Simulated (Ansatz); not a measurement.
# BNH₃+ (triplet): the correlation ladder, def2-TZVPP

One table from this session's results is given with a row withheld; the runs are named, their logs left out.

Program: Ansatz 0.2.0, Gaussian basis. Level of theory: def2-TZVPP, core rule «outside noble gas», up to 2 orbitals frozen. These are calculated values, not measurements.

To be run: UHF; ROHF; CCSD(T) on UHF.

2 further runs of the same task are left out: 2 set aside as unsound or not needed.

**The geometry**

The geometry is a PBE0/def2-TZVP stationary point (not a proven minimum) of the parent state, kept for this charge and spin.

5 atoms, charge 1, spin multiplicity 3.

Atoms are counted from 1 here; the program's logs count them from 0.

Bond lengths: B1–N2 1.329 Å, B1–H3 1.210 Å, B1–H4 1.203 Å, N2–H5 0.999 Å. Angles: N2–B1–H3 118.6°, N2–B1–H4 121.4°, H3–B1–H4 120.0°, B1–N2–H5 163.5°.

As a file:

```csv
atom,x (Å),y (Å),z (Å)
B1,0.0000,0.0246,0.7072
N2,0.0000,-0.0432,-0.6198
H3,0.0000,1.1152,1.2324
H4,0.0000,-0.9691,1.3860
H5,0.0000,0.1907,-1.5912
```

Set-up of the first run:

The input, in.yaml:

```yaml
crystal:
  periodic: [false, false, false]
  atoms:
    - {symbol: B, position_ang: [0.000000, 0.024631, 0.707241]}
    - {symbol: N, position_ang: [0.000000, -0.043245, -0.619792]}
    - {symbol: H, position_ang: [0.000000, 1.115161, 1.232352]}
    - {symbol: H, position_ang: [0.000000, -0.969115, 1.385961]}
    - {symbol: H, position_ang: [0.000000, 0.190722, -1.591212]}
basis:
  gaussian: {orbitals: def2-TZVPP}
total_charge: 1
magnetization: {spin_polarized: true, initial_magnetization: 2}
hamiltonian: {xc: hf}
output: {orbitals: {seedname: orbitals}}
```

Launch:

```
> ansatz run in.yaml --threads 1 --pin off --events-out ev --progress --plain --max-ram 3968MiB --backend cpu
```

Steps of the session up to this table: UHF; ROHF; CCSD(T) on UHF.

One of the session's tables, all rows but one given; the rest of the session is left out.

| method | from UCCSD(T) (kcal/mol) |
| --- | --- |
| ROHF | ? |
| UHF | +167.57 |
| UMP2 | +27.29 |
| UCCSD | +4.69 |
| UCCSD(T) | 0 |

Estimate the missing values for ROHF.

As computed: from UCCSD(T) (kcal/mol): +174.72. In the column «from UCCSD(T) (kcal/mol)» it is the highest.
